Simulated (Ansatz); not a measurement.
What each rung costs, and what it gives

The pair of SiNH5 (SMILES [SiH3]N, atoms 1–7) and PH3 (SMILES P, atoms 8–11), both closed shells, in one local arrangement (a lower one may exist), relaxed at PBE0-D4/def2-TZVP:

```json
{"atom": "Si1", "x (Å)": "-0.3072", "y (Å)": "-0.6206", "z (Å)": "-1.7540"}
{"atom": "N2", "x (Å)": "0.5607", "y (Å)": "0.6223", "z (Å)": "-0.9394"}
{"atom": "H3", "x (Å)": "-0.6401", "y (Å)": "-1.6741", "z (Å)": "-0.7603"}
{"atom": "H4", "x (Å)": "-1.5488", "y (Å)": "-0.0186", "z (Å)": "-2.3050"}
{"atom": "H5", "x (Å)": "0.4087", "y (Å)": "-1.2843", "z (Å)": "-2.8842"}
{"atom": "H6", "x (Å)": "0.7025", "y (Å)": "1.5092", "z (Å)": "-1.3960"}
{"atom": "H7", "x (Å)": "1.3603", "y (Å)": "0.3795", "z (Å)": "-0.3749"}
{"atom": "P8", "x (Å)": "0.3826", "y (Å)": "0.1525", "z (Å)": "2.3861"}
{"atom": "H9", "x (Å)": "-0.8010", "y (Å)": "-0.4809", "z (Å)": "1.9315"}
{"atom": "H10", "x (Å)": "-0.1853", "y (Å)": "1.4505", "z (Å)": "2.3377"}
{"atom": "H11", "x (Å)": "0.0674", "y (Å)": "-0.0356", "z (Å)": "3.7585"}
```

Interaction energies are counterpoise-corrected; the time is that of the whole pair.

Program: Ansatz 0.2.0. Basis: as named in each row. Cores are frozen in the correlated methods. B3LYP uses VWN-RPA correlation. Extrapolation: Hartree–Fock as exp(−7.88 √X), correlation as X^−2.97.

Times are rough, for one single point on 4 threads of a shared host (Arm Neoverse V1).

The estimate by CCSD(T) at an estimated basis limit (MP2 extrapolated from triple and quadruple zeta, plus CCSD(T) − MP2 in triple zeta) is -1.91 kcal/mol.

```
   method        basis  time (s)  interaction energy (kcal/mol)  method less estimate
       HF       STO-3G   under 1                           0.78                  2.69
   PBE-D4       STO-3G   under 1                          -1.38                  0.54
    SPW92     def2-SVP   under 1                          -3.29                 -1.38
 B3LYP-D4        6-31G   under 1                          -2.85                 -0.94
   PBE-D4     def2-SVP   under 1                          -2.54                 -0.62
  PBE0-D4     def2-SVP         1                          -2.41                 -0.50
   PBE-D4  def2-TZVPPD         2                          -2.49                 -0.57
revPBE-D4  def2-TZVPPD         2                          -2.35                 -0.44
  CCSD(T)     def2-SVP         3                          -0.57                  1.34
  BLYP-D4  def2-TZVPPD         3                          -2.27                 -0.36
 HSE06-D4  def2-TZVPPD         3                          -2.28                 -0.37
  PBE0-D4  def2-TZVPPD         3                          -2.30                 -0.39
 B3LYP-D4  def2-TZVPPD         3                          -2.28                 -0.37
  wB97M-V     def2-SVP         3                          -1.88                  0.03
r2SCAN-D4  def2-TZVPPD         5                          -1.97                 -0.05
   B2PLYP  def2-TZVPPD         6                          -0.81                  1.10
  wB97X-V  def2-TZVPPD         8                          -1.91                  0.00
  wB97M-V  def2-TZVPPD        10                          -1.90                  0.01
   B97M-V  def2-TZVPPD        11                          -1.92                 -0.01
      MP2  def2-QZVPPD        20                          -1.91                  0.00
  CCSD(T)  def2-TZVPPD       110                          -1.62                  0.29
```

The T1 diagnostic stays at or below 0.014.
